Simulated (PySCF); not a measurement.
# Static response to an electric field

Species: C3H6F2.
Structure used (GFN2-xTB), in Å, numbered top down from 1:
```
atom  x, y, z in Å
C1     1.243   -0.371   -0.067
C2     0.069    0.589   -0.136
F3     0.234    1.599    0.792
C4    -1.267   -0.093    0.170
F5    -1.594   -0.937   -0.857
H6     1.326   -0.785    0.936
H7     1.087   -1.177   -0.778
H8     2.167    0.147   -0.309
H9     0.013    1.079   -1.117
H10   -1.206   -0.694    1.084
H11   -2.067    0.648    0.256
```

Level: CAM-B3LYP/def2-SVPD (PySCF), static field, nuclei fixed, core orbitals frozen in the response. The polarisability tensor in these axes (au):

```
x   42.75 -0.33 -0.14
y   -0.33 39.49  0.99
z   -0.14  0.99 38.44
```

**Question.** What are the eigenvalues, a third of the trace, and Δα (Δα² = ½Σ(αi − αj)² over the three pairs)?

**Answer.** Principal values 37.84, 40.04 and 42.80 au; mean 40.23 au = 5.96 Å³ = 6.63 × 10⁻⁴⁰ C²·m²/J; Δα = 4.30 au (11 % of the mean).

**Question.** What is the dipole moment, and where does it point?

**Answer.** (0.45, -0.39, 0.03) D, 0.60 D in size, pointing from the negative to the positive side. Measured along this direction, the outermost atoms are H11 at the negative end and H6, H7 and H8 at the positive end.

**Question.** Give the eigenvalues of the traceless quadrupole moment Θ = ½Σq(3rr − r²1), origin at the centre of nuclear charge.

**Answer.** -9.51, 3.98, 5.54 D·Å. The values depend on the origin, since the dipole doesn't vanish. The electronic extent ⟨r²⟩ about the same centre is 451 bohr², a root-mean-square distance of 1.73 Å for the 42 electrons.

**Question.** Along which axes do the principal values lie, and how far do the nuclei extend along each?

**Answer.** Largest value along (0.99, -0.12, -0.06), where the nuclei span 4.29 Å; middle along (0.13, 0.85, 0.51), 3.23 Å; least along (-0.01, -0.52, 0.86), 2.81 Å. The response follows the extents in order.

**Question.** Form Σ f/ω² (atomic units) for the 8 lowest TDDFT singlets, given as eV and f, and set it beside the mean polarisability, which is this sum over all singlets: 9.08, 0.0097; 9.24, 0.0173; 9.32, 0.0085; 9.41, 0.0142; 10.02, 0.0175; 10.04, 0.0309; 10.11, 0.0053; 10.18, 0.0527.

**Answer.** They add up to 1.20 au, 3.0 % of the 40.23 au; the largest single term is 0.38 au, from the state at 10.18 eV. Terms in order: 0.09, 0.15, 0.07, 0.12, 0.13, 0.23, 0.04, 0.38 au. Higher excitations give the rest. The strengths listed sum to 0.156.

**Question.** What would n − 1 = 2πNα be for an ideal gas of these molecules at 500 K and 1 atm, electronic part alone?

**Answer.** N = p/kT = 1.4678 × 10¹⁹ cm⁻³, so n − 1 = 2π × N × 5.96 × 10⁻²⁴ cm³ = 550 × 10⁻⁶ at long wavelengths, for an ideal gas.

Geometry: GFN2-xTB, one conformer, isolated molecule.

These values come from a run that also computed excited states. On Arm Neoverse V2, one thread, no GPU, on a shared host, this took 18 s of wall time.
